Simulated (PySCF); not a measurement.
Compound: SiH3 (doublet state).
Z-matrix (Å and degrees, PBE0-D3(BJ)/def2-SVP geometry), rows numbered from 1:
```
Si
H   1  1.4942
H   1  1.4943  2  111.36
H   1  1.4943  2  111.38  3  -124.98
```

Computed, not measured: PySCF, PBE0-D3(BJ)/def2-SVP geometry optimisation, gas phase.

Masses are those of the commonest isotopes; rigid-rotor values at the optimised geometry. 

Problem. What are A, B and C (GHz)?

Solution. Ia = 3.62, Ib = 3.62, Ic = 6.14 u·Å²; 505379 MHz·u·Å²/I gives 139584, 139543 and 82299 MHz, that is A = 139.58, B = 139.54, C = 82.299 GHz.

Problem. What kind of rotor is it?

Solution. An oblate symmetric top, as the point group C3v requires two equal moments; the computed ones differ by 0.03 % because the geometry is symmetric only within the optimiser's tolerance: κ = (2 × 139543 − 139584 − 82299)/(139584 − 82299) = 1.00.

Problem. What does the inertial defect say?

Solution. Not planar: Δ = Ic − Ia − Ib = -1.10 u·Å². For a rigid frame Δ = −2 Σ m c², so Σ m c² = 0.55 u·Å² lies off the ab plane: 0.50 from hydrogen and 0.05 from heavier atoms. The atom farthest from that plane is 0.41 Å away.

Problem. Give the other two planar moments, Paa and Pbb, and the rms extents of the mass along the axes.

Solution. Paa = Σ m a² = (Ib + Ic − Ia)/2 = 3.07 and Pbb = Σ m b² = (Ia + Ic − Ib)/2 = 3.07 u·Å². With the mass M = 31.00 u, the rms extents √(P/M) along a, b and c are 0.31, 0.31, 0.13 Å.

The dipole components are |μa| = 0.00 D, |μb| = 0.00 D, |μc| = 0.03 D.

For this open shell read J as N, the rotation without spin; fine and hyperfine splittings come on top. PBE0-D3(BJ)/def2-SVP frequencies: not computed here. ⟨S²⟩ = 0.752 (exact for a doublet: 0.75). No vibrational averaging or centrifugal distortion is included, and the geometry carries the error of its method.
